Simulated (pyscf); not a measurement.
Single points on ωB97X-D3(BJ)/def2-SVP structures (PySCF, gas phase).

SMILES: [O]=[Cr](=[O])([F])[F]
```xyz
5

O      0.1733     0.2416     0.4082
Cr    -1.1441    -0.4621     0.1317
O     -0.8496    -1.7091    -0.6844
F     -2.1615     0.5614    -0.7452
F     -1.8701    -0.8966     1.5931
```

Question: What is the homolytic dissociation enthalpy (298 K, ωB97M-D3(BJ)/def2-TZVP) of the Cr–F bond of O=Cr(=O)(F)–F (SMILES [O]=[Cr](=[O])([F])[F]), to [O=Cr(=O)–F]• + F•?

Answer: Cr–F to [O=Cr(=O)–F]• + F•: 90.8 kcal/mol. The 7 functionals that were run give +80.0 (M06-2X) to +113.8 kcal/mol (PBE). The radicals are drawn with the spin at the cut bond; how far it spreads was not checked. Other isomers of [O=Cr(=O)–F]• were not searched in full and may lie lower. Left out: the spin-orbit lowering of F. Open-shell species with a d-block atom are single-reference here; other states, and whether the spin sits on metal or ligand, were not checked.
